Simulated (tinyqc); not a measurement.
RKS/LDA (PW92) in the sto-6g basis, for H2O, spin multiplicity 1, step by step. One step of it, computed by the program tinyqc.

Question. Iteration 1: diagonalisation and new density. Diagonalise F' = X^T F X, C = X C', fill 5 alpha and 5 beta electrons from the bottom; D = 2 C_occ C_occ^T. Each column has its largest component positive (the first on a tie).

Kohn-Sham matrix F (hartree):
```
             1O 1s      1O 2s     1O 2px     1O 2py     1O 2pz      2H 1s      3H 1s
1O 1s   -18.591753  -4.600061   0.000000   0.000000  -0.002125  -0.663033  -0.663033
1O 2s    -4.600061  -1.897746   0.000000   0.000000  -0.042342  -0.514641  -0.514641
1O 2px    0.000000   0.000000  -0.182980   0.000000   0.000000   0.000000   0.000000
1O 2py    0.000000   0.000000   0.000000  -0.225397   0.000000  -0.182428   0.182428
1O 2pz   -0.002125  -0.042342   0.000000   0.000000  -0.217833  -0.168820  -0.168820
2H 1s    -0.663033  -0.514641   0.000000  -0.182428  -0.168820  -0.229495  -0.161734
3H 1s    -0.663033  -0.514641   0.000000   0.182428  -0.168820  -0.161734  -0.229495
```

X:
```
            1O 1s      1O 2s    1O 2px     1O 2py     1O 2pz      2H 1s      3H 1s
1O 1s    1.022097  -0.130077  0.000000   0.000000  -0.006022   0.015776   0.015776
1O 2s   -0.130077   1.124301  0.000000   0.000000   0.059716  -0.190848  -0.190848
1O 2px   0.000000   0.000000  1.000000   0.000000   0.000000   0.000000   0.000000
1O 2py   0.000000   0.000000  0.000000   1.053266   0.000000  -0.147094   0.147094
1O 2pz  -0.006022   0.059716  0.000000   0.000000   1.034475  -0.110579  -0.110579
2H 1s    0.015776  -0.190848  0.000000  -0.147094  -0.110579   1.101143  -0.058697
3H 1s    0.015776  -0.190848  0.000000   0.147094  -0.110579  -0.058697   1.101143
```

Give: F' = X^T F X; orbital energies; coefficients C; D after iteration 1.

Answer.

F' = X^T F X (hartree):
```
          1        2        3        4        5        6        7
1  -18.2701  -2.3948   0.0000   0.0000  -0.0205  -0.0794  -0.0794
2   -2.3948  -1.0193   0.0000   0.0000   0.0338  -0.2298  -0.2298
3    0.0000   0.0000  -0.1830   0.0000   0.0000   0.0000   0.0000
4    0.0000   0.0000   0.0000  -0.1399   0.0000  -0.1843   0.1843
5   -0.0205   0.0338   0.0000   0.0000  -0.1629  -0.1411  -0.1411
6   -0.0794  -0.2298   0.0000  -0.1843  -0.1411  -0.0294  -0.0530
7   -0.0794  -0.2298   0.0000   0.1843  -0.1411  -0.0530  -0.0294
```

orbital energies (hartree): MO1 -18.5977, MO2 -0.8234, MO3 -0.3313, MO4 -0.2798, MO5 -0.1830, MO6 0.1662, MO7 0.2150

coefficients C:
```
            MO1      MO2      MO3      MO4     MO5      MO6      MO7
1O 1s    0.9953  -0.2393   0.0000   0.0701  0.0000   0.0968   0.0000
1O 2s    0.0208   0.9325   0.0000  -0.3667  0.0000  -0.5941   0.0000
1O 2px   0.0000   0.0000   0.0000   0.0000  1.0000   0.0000   0.0000
1O 2py   0.0000   0.0000   0.7258   0.0000  0.0000   0.0000   0.7911
1O 2pz   0.0018   0.0648   0.0000   0.7958  0.0000  -0.6788   0.0000
2H 1s   -0.0041   0.1100   0.3669   0.2891  0.0000   0.7047  -0.7481
3H 1s   -0.0041   0.1100  -0.3669   0.2891  0.0000   0.7047   0.7481
```

D after iteration 1:
```
          1O 1s    1O 2s  1O 2px   1O 2py   1O 2pz    2H 1s    3H 1s
1O 1s    2.1055  -0.4562  0.0000   0.0000   0.0841  -0.0202  -0.0202
1O 2s   -0.4562   2.0089  0.0000   0.0000  -0.4627  -0.0071  -0.0071
1O 2px   0.0000   0.0000  2.0000   0.0000   0.0000   0.0000   0.0000
1O 2py   0.0000   0.0000  0.0000   1.0537   0.0000   0.5326  -0.5326
1O 2pz   0.0841  -0.4627  0.0000   0.0000   1.2749   0.4743   0.4743
2H 1s   -0.0202  -0.0071  0.0000   0.5326   0.4743   0.4605  -0.0778
3H 1s   -0.0202  -0.0071  0.0000  -0.5326   0.4743  -0.0778   0.4605
```
